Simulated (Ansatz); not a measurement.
HSi–BH, quartet: the ladder up to full CI

Geometry: a PBE0/def2-TZVP stationary point for this spin, not checked as a minimum.

```yaml
atoms:
  - { symbol: Si, position_ang: [0.0000, -0.0471, 0.5518] }
  - { symbol: B, position_ang: [0.0000, -0.0605, -1.3633] }
  - { symbol: H, position_ang: [0.0000, 1.1711, 1.4474] }
  - { symbol: H, position_ang: [0.0000, 0.7893, -2.2001] }
```

Basis 6-31G; Ansatz 0.2.0. Only valence electrons are correlated (noble-gas cores frozen), which leaves 9 electrons in 20 orbitals. R marks a restricted (for open shells ROHF) determinant, U an unrestricted one. Active spaces: valence = (9e, 10o) chosen from the atoms' valence shells.

Full CI is exact within this basis and frozen core; it isn't the basis-set limit. The frozen core follows each run's orbitals, which can shift R against U totals by a few meV.

For open shells CISD and CISDTQ are restricted-active-space CI with the open shells as a complete middle space.

```
UHF ⟨S²⟩                          : 3.755
T1 diagnostic (RCCSD)             : 0.0261
largest doubles amplitude (RCCSD) : 0.038
T1 diagnostic (UCCSD)             : 0.0239
```

```tsv
level	E − E(full CI) (kcal/mol)	share of correlation (%)	wall time
RHF	60.61	0.00	–
UHF	59.71	1.50	–
RMP2	17.43	71.25	–
UMP2	17.36	71.36	–
CISD	4.09	93.26	0.63 s
RCCSD	1.86	96.93	–
UCCSD	1.84	96.96	–
RCCSD(T)	0.56	99.08	0.58 s
UCCSD(T)	0.55	99.09	0.55 s
BCCD(T)	0.55	99.09	0.64 s
RCCSDT	0.07	99.89	–
UCCSDT	0.06	99.90	–
CISDTQ	0.10	99.84	7 s (H100)
RCCSDT(Q)	0.02	99.97	2.9 s
UCCSDT(Q)	0.01	99.99	2.6 s
RCCSDTQ	0.00	100.00	18 s (H100)
UCCSDTQ	0.00	100.00	19 s (H100)
CASSCF (valence space)	21.15	65.11	–
NEVPT2 (valence space)	5.83	90.38	2.5 s
MRCISD (valence space)	0.73	98.80	–
MRCISD+Q (valence space)	0.26	99.58	5.5 s
```

The correlation energy at full CI, counted from RHF, is -2.628 eV. That run took 15 s on 2 threads of AMD EPYC 7R13 with a shared H100 80 GB, shared host over 22,150,304 determinants.

Times hold each run's SCF and search for its determinant on a shared host, so for small cases they say little of a method's own cost; rows without a card ran on 1 thread of AMD EPYC 7R13.

The full-CI state has the irrep A'' of Cs, in the program's axes.

Natural occupations of full CI about the gap: 1.970 1.964 1.953 0.998 0.989 0.984 0.035 0.030 0.025 0.019; effectively unpaired electrons, Σ n²(2−n)², 3.03.
